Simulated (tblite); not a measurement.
Compound: H7NSi2.
Bonds: N1–Si2, Si2–Si3. Hydrogens: H4, H5 on N1; H6, H7 on Si2; H8, H9, H10 on Si3.

Computed with GFN2-xTB (tblite), gas phase: Langevin dynamics at 400 K from the optimised GFN2-xTB geometry, time step 0.5 fs, friction 0.01 fs⁻¹, 2000 steps. Over the second half of the run the saved frames average 436 K.

The optimised geometry, where the run starts:
```
atom  x, y, z in Å
N1      1.619    0.646    0.410
Si2     0.551   -0.658    0.034
Si3    -1.582    0.084    0.476
H4      2.614    0.487    0.381
H5      1.417    1.566    0.054
H6      0.696   -1.150   -1.354
H7      1.042   -1.745    0.887
H8     -2.579   -0.935    0.133
H9     -1.948    1.280   -0.294
H10    -1.821    0.431    1.879
```

t = 125 fs, T = 295 K, E(pot) 0.361 eV above the start
```
atom  x, y, z in Å  |  force x, y, z in eV/Å
N1      1.615    0.455    0.482   -2.408   0.662  -1.226
Si2     0.318   -0.574   -0.274    1.619   1.363   0.729
Si3    -1.772    0.143    0.269   -0.063   1.100   0.370
H4      2.499    0.098    0.718    0.888  -0.541   0.120
H5      1.713    1.428    0.128   -0.153  -1.160   0.390
H6      0.618   -0.729   -1.676   -0.027   0.159  -0.763
H7      0.611   -1.884    0.182    0.234  -0.960   0.607
H8     -2.890   -0.729    0.633    0.124  -0.122  -0.200
H9     -2.220    1.178   -0.684   -0.163  -0.321  -0.191
H10    -1.610    1.040    1.430   -0.051  -0.180   0.164
```

t = 225 fs, T = 360 K, E(pot) 0.379 eV above the start
```
atom  x, y, z in Å  |  force x, y, z in eV/Å
N1      1.614    0.423    0.521    1.337  -1.541  -0.565
Si2     0.308   -0.505   -0.093   -0.285  -1.132   0.088
Si3    -1.887    0.260    0.474    0.508  -1.573  -0.022
H4      2.558    0.425    0.104   -0.875  -0.343   0.247
H5      1.405    1.334    0.735   -0.499   2.421   0.701
H6      0.260   -0.450   -1.546    0.076  -0.023  -0.521
H7      0.861   -1.933    0.182   -0.613   0.958  -0.067
H8     -2.704   -0.964    0.859    0.457   0.661   0.082
H9     -2.678    0.706   -0.661    0.033   0.325  -0.224
H10    -1.867    1.277    1.500   -0.139   0.246   0.278
```

t = 300 fs, T = 273 K, E(pot) 0.494 eV above the start
```
atom  x, y, z in Å  |  force x, y, z in eV/Å
N1      1.443    0.629    0.786    1.361  -1.441  -1.685
Si2     0.401   -0.427   -0.160   -0.996   2.268  -0.795
Si3    -1.643    0.274    0.741    0.213  -1.635   0.208
H4      2.300    0.882    0.275   -0.267  -0.477   0.499
H5      1.077    1.490    1.041   -0.956   1.581   0.719
H6      0.415   -0.079   -1.683    0.004  -0.139   0.873
H7      1.012   -1.675   -0.135    0.656  -1.560   0.252
H8     -2.409   -0.732    1.533    0.373   0.076  -0.091
H9     -2.744    0.777   -0.018   -0.299   0.515  -0.626
H10    -1.138    1.219    1.680   -0.089   0.813   0.645
```

t = 500 fs, T = 276 K, E(pot) 0.378 eV above the start
```
atom  x, y, z in Å  |  force x, y, z in eV/Å
N1      1.650    0.001    0.643    0.325   0.458  -0.051
Si2     0.226   -0.487   -0.172   -1.059  -0.845   0.730
Si3    -1.602    0.584    0.866   -1.183  -1.096  -0.899
H4      2.536    0.087    0.154   -0.264  -0.185   0.498
H5      1.691   -0.446    1.548    0.645   0.235  -0.121
H6      0.213   -0.150   -1.580    0.255  -0.033  -0.255
H7      0.258   -1.992    0.087   -0.335   0.514  -0.463
H8     -2.620   -0.102    1.788    0.876   0.274  -0.430
H9     -2.561    0.996   -0.239    0.459  -0.159   0.404
H10    -1.248    1.813    1.476    0.281   0.837   0.587
```

t = 625 fs, T = 452 K, E(pot) 0.476 eV above the start
```
atom  x, y, z in Å  |  force x, y, z in eV/Å
N1      1.550   -0.573    0.356    1.976  -0.360   0.466
Si2    -0.104   -0.701   -0.103    0.313   2.841   0.802
Si3    -1.297    0.809    1.277    0.285  -0.379  -1.934
H4      2.014   -1.463    0.621   -0.309   1.187  -0.317
H5      2.266    0.184    0.262   -1.353  -1.063   0.059
H6     -0.183   -0.175   -1.433   -0.191   0.051  -0.879
H7     -0.198   -2.071   -0.027   -0.548  -2.185   0.062
H8     -2.685    0.480    1.330   -0.852  -0.244   0.133
H9     -1.320    2.156    0.676    0.187  -0.057   0.247
H10    -0.784    0.744    2.579    0.492   0.209   1.362
```

t = 675 fs, T = 300 K, E(pot) 0.528 eV above the start
```
atom  x, y, z in Å  |  force x, y, z in eV/Å
N1      1.468   -0.723    0.221    0.117   0.107  -0.043
Si2    -0.261   -0.727   -0.055    1.351   1.388  -0.386
Si3    -1.201    0.859    1.315    0.385  -0.530  -0.817
H4      1.749   -1.672    0.108    0.674  -0.512   0.028
H5      2.221   -0.143   -0.155   -0.867  -0.068   0.127
H6     -0.455   -0.613   -1.520   -0.302  -0.135   0.186
H7     -0.531   -2.026    0.453   -0.429  -0.946   0.103
H8     -2.480    0.792    0.692   -1.287   0.042  -0.038
H9     -0.906    2.247    1.034    0.370   0.300   0.421
H10    -1.279    0.274    2.635   -0.013   0.353   0.418
```

t = 775 fs, T = 460 K, E(pot) 0.421 eV above the start
```
atom  x, y, z in Å  |  force x, y, z in eV/Å
N1      1.133   -0.722   -0.004    1.560   2.401  -0.550
Si2    -0.578   -0.582   -0.027   -0.318   0.899   0.074
Si3    -1.299    1.033    1.585   -0.776  -0.114   0.182
H4      1.731    0.197   -0.083   -1.449  -2.379   0.284
H5      1.516   -1.320    0.686    0.577  -0.300   0.530
H6     -0.670   -0.029   -1.396   -0.374  -0.122   0.122
H7     -0.965   -1.988    0.084   -0.189   0.065   0.017
H8     -2.453    1.967    1.288    0.633  -0.350  -0.242
H9     -0.103    1.869    1.831   -0.204  -0.038   0.085
H10    -1.852    0.585    2.921    0.539  -0.063  -0.502
```

t = 800 fs, T = 548 K, E(pot) 0.409 eV above the start
```
atom  x, y, z in Å  |  force x, y, z in eV/Å
N1      1.073   -0.767   -0.130   -1.735  -2.277  -0.160
Si2    -0.622   -0.450    0.045   -0.374  -0.355   0.299
Si3    -1.440    1.066    1.607    0.093   0.280   0.076
H4      1.706   -0.068    0.008    1.808   2.121   0.349
H5      1.497   -1.662    0.117   -0.452   0.435  -0.121
H6     -1.201    0.001   -1.201    0.148   0.333  -0.657
H7     -1.263   -1.762    0.110    0.136  -0.289   0.262
H8     -2.577    1.933    1.105    0.309  -0.706   0.392
H9     -0.390    2.104    1.569    0.047   0.016   0.408
H10    -1.644    0.536    3.021    0.020   0.442  -0.848
```

t = 900 fs
```
atom  x, y, z in Å
N1      0.572   -0.278   -0.460
Si2    -1.023   -0.522    0.052
Si3    -1.853    1.229    1.282
H4      1.197    0.410   -0.027
H5      1.068   -0.997   -0.898
H6     -1.839   -0.529   -1.237
H7     -1.242   -1.822    0.700
H8     -3.204    1.047    0.794
H9     -1.229    2.504    1.135
H10    -2.155    0.950    2.737
```

Problem. Estimate the potential energy and the forces of this last frame.

Solution. 0.342 eV above the start.

| atom | Fx (eV/Å) | Fy (eV/Å) | Fz (eV/Å) |
| --- | --- | --- | --- |
| N1 | 0.622 | 1.611 | 0.716 |
| Si2 | -1.066 | 0.074 | -0.379 |
| Si3 | -0.402 | -1.346 | 0.821 |
| H4 | -0.471 | -0.654 | -0.337 |
| H5 | 0.754 | -0.890 | -0.584 |
| H6 | 0.400 | -0.198 | 0.544 |
| H7 | 0.062 | -0.084 | -0.024 |
| H8 | -0.512 | 0.586 | -0.203 |
| H9 | 0.127 | 0.658 | -0.033 |
| H10 | 0.486 | 0.242 | -0.522 |

The bond farthest from its length at the start is Si3–H10 (1.512 against 1.465 Å), and half the difference of its two atoms' forces along it is -0.88 eV/Å (positive lengthens). The largest atomic force is 1.87 eV/Å.

The cost below is that of the whole dynamics run. On AMD EPYC, one thread, no GPU, shared host with 64 logical CPUs at a one-minute load of 56, this took 25 s wall, 22 s CPU and 0.19 GiB of memory at its peak.
